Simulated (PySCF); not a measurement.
Bonds (- single, = double, # triple, : aromatic): C1-C2 1.486 Å, C2=O3 1.183 Å, C2-Cl4 1.777 Å. C1 carries H5, H6, H7.

PySCF calculation with shielding tensors at PBE0/pcSseg-1 (GIAO) and coordinates at the GFN2-xTB level; equivalent nuclei averaged, one computed conformer, isolated molecule, relativity neglected.

Shifts are taken against calculated references (same method and geometry level): $^{13}$C (σref 186.93) and $^{1}$H (σref 31.72) vs TMS; $^{17}$O (σref 336.08) vs H2O; $^{35}$Cl (σref 949.78) against HCl.

```
   atoms    nucleus  count  δ (ppm)
      C2   $^{13}$C      1        ?
H5/H6/H7    $^{1}$H      3     2.56
      O3   $^{17}$O      1        ?
      C1   $^{13}$C      1     34.5
     Cl4  $^{35}$Cl      1      470
```

Fill in the missing shifts.

Answers


- C2: 179.9 ppm, carbonyl carbon
- O3: 607.1 ppm, carbonyl oxygen

Carbons that carry Cl, above all several Cl atoms, come out too deshielded, partly because spin–orbit coupling is missing. Shifts are as computed. Against solution values, carbons near 30 ppm lie about +3 ppm off and those near 130 ppm about +5 ppm; carbons on Cl a further +6 ppm. Of 1211 compounds with measured shifts, 218 miss one by over three times the rms of a fit or turn the order of signals round; such compounds aren't used in these exercises. Unscaled 17O shifts of doubly bonded oxygen tend to come out too high, by tens of ppm or more. Experimental scales use liquid or dissolved standards, which lie at an offset from isolated H2O (liquid H2O: subtract about 36 ppm).
